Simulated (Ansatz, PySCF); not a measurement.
Potential energy curve for Li₂, singlet. Each curve is given relative to its own lowest point near equilibrium.

```tsv
R / Å	A	B	C
2.07	24.4	17.6	21.7
2.19	15.8	10.6	14.4
2.38	6.7	3.6	6.7
2.46	4.3	1.9	4.6
2.62	1.1	0.2	2.1
2.69	0.4	0.0	1.5
2.74	0.1	0.0	1.0
2.85	0.0	0.6	0.3
2.92	0.2	1.2	0.1
3.00	0.8	2.1	0.0
3.15	2.4	4.2	0.2
3.47	7.7	9.9	1.5
3.73	13.0	14.9	2.8
4.10	21.2	21.6	4.3
4.61	32.3	28.7	5.6
4.94	39.0	31.9	6.1
5.37	46.9	34.6	6.4
6.03	57.3	36.7	6.7
6.82	67.2	37.7	6.8
7.35	72.5	38.0	6.8
8.22	79.3	38.2	6.8
```

Energies in mEh.

Question: Which curve belongs to which method? The methods are Ansatz (a quantum-chemistry and plane-wave program) with full CI/aug-cc-pVQZ, frozen core; restricted Hartree-Fock/LANL2DZ run with PySCF; unrestricted Hartree-Fock/LANL2DZ (PySCF 2.14.0).

Answer: A is RHF/LANL2DZ; B is FCI; C is UHF/LANL2DZ.

The unrestricted determinant behind UHF/LANL2DZ is spin-contaminated at 2.07 to 8.22 Å (<S²> up to 1.0, against 0.00 for a pure singlet). The restricted form behind RHF/LANL2DZ keeps the bonding electrons paired and can't separate into open-shell fragments.
